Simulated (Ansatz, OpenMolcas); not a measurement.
## How basis sets differ on PH2 (SMILES [PH2])

PH2 has 3 atoms, charge 0, and is taken as a doublet. SMILES: `[PH2]`. The shape is that of a PBE0-D4/def2-TZVP optimisation.

```xyz
3

P     0.5257   -0.3094    0.2582
H     0.1146    1.0515    0.1767
H    -0.6404   -0.7421   -0.4350
```

Each level gives the dipole moment (D). The values are calculated.

```
       level          kind     program  value (D)
  ROHF/3-21G  Hartree–Fock  OpenMolcas       1.08
ROHF/pcseg-0  Hartree–Fock  OpenMolcas       1.32
   UHF/3-21G  Hartree–Fock  OpenMolcas       1.09
    UHF/pc-0  Hartree–Fock      Ansatz       1.20
 UHF/pcseg-0  Hartree–Fock  OpenMolcas       1.33
    UHF/pc-1  Hartree–Fock      Ansatz       0.80
 UHF/cc-pVTZ  Hartree–Fock  OpenMolcas       0.64
    UHF/pc-2  Hartree–Fock      Ansatz       0.71
    UHF/pc-3  Hartree–Fock      Ansatz       0.63
```

The values span 0.63 to 1.33 D. Magnitudes only: a small dipole may point the other way at some levels. Sets without polarisation functions give poor dipoles. Without the sets that lack polarisation functions the rows with a basis span only 0.63 to 0.80 D.
